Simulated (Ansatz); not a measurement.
# Equation of state of barium, bcc

These are results of DFT, PBEsol, plane waves (420 eV) with PAW, scalar-relativistic (Ansatz 0.2.0), not measurements. The PAW files were generated under PBE, with cores re-solved for the functional.

The cell is scaled uniformly from the relaxed one, with fractional coordinates and shape fixed. Energies are extrapolated to zero smearing, pressures are those at the given smearing. Magnetic state: spin not included.

```json
{"V (Å³/atom)": "51.053", "E − E₀ (meV/atom)": "28.3", "P (GPa)": "1.42"}
{"V (Å³/atom)": "53.373", "E − E₀ (meV/atom)": "12.0", "P (GPa)": "0.89"}
{"V (Å³/atom)": "55.694", "E − E₀ (meV/atom)": "2.9", "P (GPa)": "0.43"}
{"V (Å³/atom)": "58.015", "E − E₀ (meV/atom)": "0.0", "P (GPa)": "0.03"}
{"V (Å³/atom)": "60.335", "E − E₀ (meV/atom)": "2.5", "P (GPa)": "-0.31"}
{"V (Å³/atom)": "62.656", "E − E₀ (meV/atom)": "9.6", "P (GPa)": "-0.60"}
{"V (Å³/atom)": "64.976", "E − E₀ (meV/atom)": "20.7", "P (GPa)": "-0.86"}
```

Question: Fit a third-order Birch-Murnaghan equation.

Answer: V₀ = 58.05 Å³/atom, B₀ = 9.2 GPa, B₀′ = 2.6.
